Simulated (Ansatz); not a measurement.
# Si₂NH₆ radical: basis-set convergence

How large a basis does Si₂NH₆ radical need? Two functionals are run in growing sets.

Program: Ansatz 0.2.0, Gaussian basis. Level of theory: one geometry, several basis sets. These are calculated values, not measurements.

Levels to be run: PBE0-D4/def2-SVP; ωB97M-V/def2-SVP; PBE0-D4/def2-QZVPP; ωB97M-V/def2-QZVPP; the functionals' def2-TZVPP values are taken from earlier runs.

**1. The relaxed structure**

All runs share one geometry, relaxed beforehand with PBE0-D4 in a triple-zeta def2 set.

SMILES `N[SiH][SiH3]`, 9 atoms, charge 0, spin multiplicity 2.

Atoms are counted from 1 here; the program's logs count them from 0.

Bond lengths: N1–Si2 1.726 Å, N1–H4 1.007 Å, N1–H5 1.007 Å, Si2–Si3 2.338 Å, Si2–H6 1.494 Å, Si3–H7 1.491 Å, Si3–H8 1.490 Å, Si3–H9 1.488 Å. Angles: Si2–N1–H4 121.0°, Si2–N1–H5 120.5°, H4–N1–H5 111.4°, N1–Si2–Si3 110.8°, N1–Si2–H6 105.7°, Si3–Si2–H6 112.7°, Si2–Si3–H7 114.8°, Si2–Si3–H8 108.4°, Si2–Si3–H9 108.6°, H7–Si3–H8 107.8°, H7–Si3–H9 108.7°, H8–Si3–H9 108.3°.

**2. PBE0-D4 in def2-SVP**

in.yaml

```yaml
crystal:
  periodic: [false, false, false]
  atoms:
    - {symbol: N, position_ang: [-0.800122, 0.840294, -1.401345]}
    - {symbol: Si, position_ang: [-0.412586, 0.902057, 0.278940]}
    - {symbol: Si, position_ang: [0.627803, -1.077022, 0.962541]}
    - {symbol: H, position_ang: [-1.356728, 0.089936, -1.777724]}
    - {symbol: H, position_ang: [-0.920915, 1.689329, -1.930011]}
    - {symbol: H, position_ang: [0.461641, 2.102092, 0.448155]}
    - {symbol: H, position_ang: [1.938503, -1.353910, 0.307225]}
    - {symbol: H, position_ang: [-0.282415, -2.217043, 0.659822]}
    - {symbol: H, position_ang: [0.833320, -1.021934, 2.435297]}
basis:
  gaussian: {orbitals: def2-SVP}
magnetization: {spin_polarized: true, initial_magnetization: 1}
hamiltonian: {xc: pbe0, dispersion: d4}
output: {orbitals: {seedname: orbitals}}
```

After this run come: ωB97M-V in def2-SVP; PBE0-D4 in def2-QZVPP; ωB97M-V in def2-QZVPP.

Q: Predict the results of all the runs planned. Wanted: PBE0-D4: double and triple zeta above quadruple; ωB97M-V: double and triple zeta above quadruple.

As calculated:

| quantity | value |
| --- | --- |
| PBE0-D4: double and triple zeta above quadruple | 8.13, 0.64 eV |
| ωB97M-V: double and triple zeta above quadruple | 8.22, 0.61 eV |

What this shows: For PBE0-D4 the step from double to triple zeta gains 7.49 eV and the next only 0.64 eV. These are total energies; as a rule much of such shifts cancels in differences, which this series doesn't test.
